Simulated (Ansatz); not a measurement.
# C₃H₇NOS: one species, many methods

How much do the methods differ for C₃H₇NOS? The plan is to run it at one geometry with functionals of several rungs and with coupled cluster. The yardstick is the atomisation energy at the CCSD(T) limit.

Method: functionals in def2-TZVPP, the program's frozen cores in correlated methods; program: Ansatz 0.2.0, Gaussian basis.

The runs, in order: PBE-D4, r2SCAN-D4, PBE0-D4, B3LYP-D4, ωB97X-V, ωB97M-V, B2PLYP; CCSD(T)/def2-TZVPP; MP2/def2-QZVPP; extrapolation to the limit.

## Step 1: Structure used throughout

All runs share one geometry, relaxed beforehand with PBE0-D4 in a triple-zeta def2 set.

13 atoms, charge 0, spin multiplicity 1.

Atoms are counted from 1 here; the program's logs count them from 0.

Bond lengths: N1–C2 1.439 Å, N1–H7 1.014 Å, N1–H8 1.013 Å, C2–S3 1.819 Å, C2–C4 1.540 Å, C2–H9 1.093 Å, S3–H10 1.342 Å, C4–C5 1.504 Å, C4–H11 1.093 Å, C4–H12 1.095 Å, C5–O6 1.201 Å, C5–H13 1.109 Å. Angles: C2–N1–H7 111.0°, C2–N1–H8 111.0°, H7–N1–H8 108.7°, N1–C2–S3 109.7°, N1–C2–C4 115.5°, N1–C2–H9 108.1°, S3–C2–C4 107.3°, S3–C2–H9 108.1°, C4–C2–H9 107.7°, C2–S3–H10 95.4°, C2–C4–C5 111.3°, C2–C4–H11 108.0°, C2–C4–H12 109.3°, C5–C4–H11 108.3°, C5–C4–H12 110.5°, H11–C4–H12 109.4°, C4–C5–O6 123.0°, C4–C5–H13 116.3° and more.

## Step 2: PBE-D4 (GGA)

in.yaml reads:

```yaml
crystal:
  periodic: [false, false, false]
  atoms:
    - {symbol: N, position_ang: [0.314559, -1.586062, -0.958618]}
    - {symbol: C, position_ang: [0.414364, -0.471446, -0.054586]}
    - {symbol: S, position_ang: [1.768848, 0.624863, -0.577636]}
    - {symbol: C, position_ang: [-0.852714, 0.395003, 0.074095]}
    - {symbol: C, position_ang: [-0.693636, 1.439105, 1.145264]}
    - {symbol: O, position_ang: [-0.992943, 1.249678, 2.292786]}
    - {symbol: H, position_ang: [-0.405843, -2.233423, -0.658572]}
    - {symbol: H, position_ang: [0.099437, -1.273037, -1.897906]}
    - {symbol: H, position_ang: [0.654470, -0.859217, 0.938432]}
    - {symbol: H, position_ang: [2.712082, -0.329887, -0.579570]}
    - {symbol: H, position_ang: [-1.681591, -0.259829, 0.353232]}
    - {symbol: H, position_ang: [-1.068490, 0.864939, -0.890906]}
    - {symbol: H, position_ang: [-0.248243, 2.404614, 0.828885]}
basis:
  gaussian: {orbitals: def2-TZVPP}
hamiltonian: {xc: pbe, dispersion: d4}
output: {forces: true, orbitals: {seedname: orbitals}}
```

Started as:

```
$ ansatz run in.yaml --threads 2 --pin off --events-out ev --progress --plain --max-ram 22528MiB --backend cuda --devices 0, --max-vram 18GiB
```

After this run come: r2SCAN-D4 (meta-GGA); PBE0-D4 (hybrid); B3LYP-D4 (hybrid); ωB97X-V (range-separated); ωB97M-V (range-separated); B2PLYP (double hybrid); CCSD(T) in def2-TZVPP; MP2 in def2-QZVPP.

**Question.** What will the summary of the whole plan be? Wanted: atomisation energy, CCSD(T)/CBS; farthest; mean size of error, hybrid; mean size of error, range-separated; gap, smallest and largest; T1 diagnostic; triples share of the correlation energy.

The runs gave:

| quantity | value |
| --- | --- |
| atomisation energy, CCSD(T)/CBS | 1194.9 kcal/mol |
| functionals within 6.0 kcal/mol (0.5 %) | r2SCAN-D4, B3LYP-D4, ωB97X-V |
| farthest | PBE-D4 (+39.7 kcal/mol) |
| mean size of error, hybrid | 5.2 kcal/mol |
| mean size of error, range-separated | 6.2 kcal/mol |
| gap, smallest and largest | 3.58 eV (PBE-D4), 10.91 eV (ωB97X-V) |
| T1 diagnostic | 0.0129 |
| triples share of the correlation energy | 4.2 % |

PBE-D4 misses by +39.7 kcal/mol. Double hybrids carry the basis error of their MP2 part in triple zeta, and no dispersion term here, so their miss is partly the set-up's. Misses under about 6.0 kcal/mol are within the doubt on the reference itself, which lacks core-valence correlation, relativity and higher excitations. Hartree-Fock recovers 69 % of the binding; the rest is correlation. The gap grows from 3.6 to 10.9 eV across the functionals, mostly with the share of exact exchange.
